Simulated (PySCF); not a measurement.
# C6H8 (Bicyclo[2.2.0]hex-1(4)-ene): the cost of one run

Programs: PySCF 2.14.0, with density-fitted response routines of our own. Each step states its level of theory. These are calculated values for one molecule in the gas phase, unless marked as measured. Atoms count from 0, in the outputs and in this text.

## 1. The molecule as given

14 atoms, charge 0, multiplicity 1; geometry from: MMFF94s. The atoms were then displaced at random by about 0.03 Å, so the start is not that level's minimum.

Bonds of the start (Å): C0–C1 1.57, C1–C2 1.55, C2–C3 1.40, C3–C4 1.62, C4–C5 1.59, C3–C0 1.46, C5–C2 1.45, C0–H6 1.03, C0–H7 1.19, C1–H8 1.15, C1–H9 1.11, C4–H10 1.07, C4–H11 1.09, C5–H12 1.15, C5–H13 1.12.

## 2. Optimising the geometry at PBE0-D3(BJ)/def2-SVP

Job settings and geometry (Å):

```
{"job": {"xc": "PBE0", "basis": "def2-SVP", "d3": "d3bj", "grid": 1, "shake": 0.03, "kind": "geom"}, "charge": 0, "multiplicity": 1}
C      1.655120    -0.025470    -0.431370
C      1.222820     0.111010     1.069530
C     -0.201610     0.352580     0.508540
C      0.252230    -0.392450    -0.585940
C     -1.260250    -0.145480    -1.107480
C     -1.594840    -0.036180     0.441980
H      2.396040    -0.690200    -0.685980
H      1.902450     1.021960    -0.933290
H      1.711010     0.970060     1.665140
H      1.388140    -0.806880     1.675760
H     -1.784660    -0.949020    -1.576320
H     -1.382630     0.806240    -1.621080
H     -2.418190     0.733110     0.678990
H     -1.905070    -0.993090     0.944730
```

Command:

```sh
$ OMP_NUM_THREADS=1 python probes_run.py task.json out
```

One launch serves the whole session: the jobs run in the order shown.

Q: Estimate the wall time and peak memory of this first job on 1 thread of Arm Neoverse V1, shared host.

About 1.9 min, with a peak of 0.48 GiB.
